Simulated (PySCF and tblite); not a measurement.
Values are calculated unless marked as measured or tabulated.
System: 2-chloroacrylic acid, C₃H₃ClO₂, numbered as in [CH2:1]=[C:2]([Cl:3])[C:4](=[O:5])[OH:6].

Geometries: B3LYP-D3(BJ)/def2-SVP; energies: PBE/pcSseg-1 + D3(BJ); zero-point and thermal terms from GFN2-xTB harmonic modes (soft modes blended into free rotors). Rate constants are transition-state-theory values, counting equivalent paths, without tunnelling. Programs: tblite and PySCF.

**Question.** What barrier does the rotation about the C4–O6 bond (torsion C2–C4–O6–H from -180° to 0°, rising) meet, and how fast is it at 298 K?

**Answer.** The electronic barrier is 12.9 kcal/mol and ΔG‡(298 K) 11.8 kcal/mol, over a C1 saddle with an imaginary mode of 635i cm⁻¹ (GFN2-xTB). With 2 equivalent paths, k is 2.6×10⁴ s⁻¹, a mean lifetime of the start of 38 µs against this motion. The end lies 1.7 kcal/mol above the start in free energy.
